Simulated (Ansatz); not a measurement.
Geometry optimisation, RKS B3LYP/def2-SVP in Ansatz 0.2.0.

Input:

```yaml
crystal:
  periodic: [false, false, false]
  atoms:
    - { symbol: Al, position_ang: [0.0, 0.0, 0.0] }
    - { symbol: H, position_ang: [0.0, 0.0, 1.56] }
    - { symbol: H, position_ang: [1.351, 0.0, -0.78] }
    - { symbol: C, position_ang: [-1.706, 0.0, -0.985] }
    - { symbol: H, position_ang: [-2.2662, -0.9305, -0.7558] }
    - { symbol: H, position_ang: [-2.3102, 0.8797, -0.6796] }
    - { symbol: H, position_ang: [-1.5043, 0.0508, -2.0753] }
basis:
  gaussian: { orbitals: def2-SVP }
hamiltonian:
  xc: b3lyp
relax:
  f_tol: 0.02
  max_steps: 40
output:
  orbitals: {}
```

Launched with:

```bash
$ ansatz run input.yaml --threads 1 --pin off --max-ram 2048MiB --backend cpu --events-out ev --progress --plain --runs-dir out
```

Q: Where does it end, and by what steps?

A: The run converged. After 3 steps the energy has fallen by 0.031 eV; H7 moved furthest, 0.06 Å.

| step | energy less start (eV) | largest force component (eV/Å) | accepted |
| --- | --- | --- | --- |
| 0 | 0.0000 | 0.449 | yes |
| 1 | -0.0298 | 0.137 | yes |
| 2 | -0.0313 | 0.045 | yes |
| 3 | -0.0315 | 0.014 | yes |

```xyz
7
Properties=species:S:1:pos:R:3
Al 0.007 0.001 -0.008
H 0.002 -0.002 1.583
H 1.407 -0.002 -0.764
C -1.690 0.003 -0.992
H -2.275 -0.905 -0.761
H -2.323 0.855 -0.688
H -1.563 0.049 -2.086
```

Whether the end is a true minimum wasn't checked by a vibrational analysis.

Time of the run: 7.1 s on 1 thread of Arm Neoverse V1, with other jobs on the host, peak memory 0.11 GiB.
